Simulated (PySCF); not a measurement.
Work out the structure from these simulated measurements.

Formula: C3H6O2S.

| Property | Result |
| --- | --- |
| NMR, other nuclei | isotropic shieldings of nuclei other than C and H, by class: 136 (2 O), 201 (1 S) ppm [GIAO B97-2/pcSseg-2] |
| 1H NMR | chemical shifts (computed TMS as zero) by class: 6.77 (1 H), 6.76 (1 H), 6.22 (1 H), 2.47 (3 H) ppm [GIAO B97-2/pcSseg-2] |
| Dipole | 4.56 D [B97-2/pcSseg-2] |
| 13C NMR | chemical shifts (computed TMS as zero) by class: 147.5 (1 C), 137.1 (1 C), 42.7 (1 C) ppm [GIAO B97-2/pcSseg-2] |
| Rotational structure | rotational constants A, B, C: 4.536, 2.521, 2.511 GHz [PBE0-D3(BJ)/def2-TZVP] |

Electronic properties: PySCF, gas phase, density fitting. Levels stand in brackets. The structure is a single PBE0-D3(BJ)/def2-TZVP conformer in the gas phase; no vibrational or solvent corrections. NMR values are class means; diastereotopic atoms form classes of their own.

Question: Give a SMILES that accounts for the data.

Answer: Numbering: `[CH2:1]=[CH:2][S:3]([CH3:4])(=[O:5])=[O:6]`. 3 carbons fall into 3 classes; from least to most shielded: alkene CH carbon [C2] (147.5 ppm), terminal =CH2 carbon [C1] (137.1 ppm), S-methyl carbon [C4] (42.7 ppm). Hydrogen classes from least to most shielded: 1 H on a terminal =CH2 carbon, C1 (6.77 ppm), 1 H on an alkene CH carbon, C2 (6.76 ppm), 1 H on a terminal =CH2 carbon, C1 (6.22 ppm), 3 H on an S-methyl carbon, C4 (2.47 ppm). The other shieldings belong to: 136 ppm, sulfonyl oxygen [O5/O6]; 201 ppm, sulfonyl sulfur [S3]. The optimised geometry has point group C1 and is an asymmetric top. Structure: `C=CS(C)(=O)=O`. The assignments are read from this structure; whether some other isomer fits the data as well wasn't checked.

Conformer computed: `[CH2:1]=[CH:2][S:3]([CH3:4])(=[O:5])=[O:6]`: C1–C2–S3–C4 -116°.
